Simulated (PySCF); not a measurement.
Working out the ionisation energy of O

O [He] 2s2 2p4 (3P) → O⁺ [He] 2s2 2p3 (4S). Computed with PySCF 2.14 in aug-cc-pCVTZ-DK with one added diffuse shell each of s, p, d, f type (8s7p5d3f, 75 functions), with the spin-free X2C one-electron Hamiltonian (Gaussian nucleus). Frozen: nothing. Energies in hartree (1 hartree = 27.21139 eV):

| part | O (lower) | O⁺ (upper) |
| --- | --- | --- |
| UHF | -74.865231 | -74.423500 |
| CCSD correlation | -0.219241 | -0.169230 |
| (T) | -0.003857 | -0.001952 |

Problem. What does Hartree-Fock give?

Solution. (-74.423500) − (-74.865231) = 0.441731 hartree = 12.020 eV.

Problem. What do CCSD and CCSD(T) give?

Solution. The CCSD correlation energies differ by 0.050011 hartree = 1.361 eV and the triples by 0.001905 hartree = 0.052 eV, so CCSD gives 13.381 eV and CCSD(T) 13.433 eV.

Measured between the centres of the two terms (NIST): 13.608 eV, so CCSD(T) (valence and next inner shell) is off by -0.175 eV.

What remains against the reference includes basis incompleteness and higher excitations.
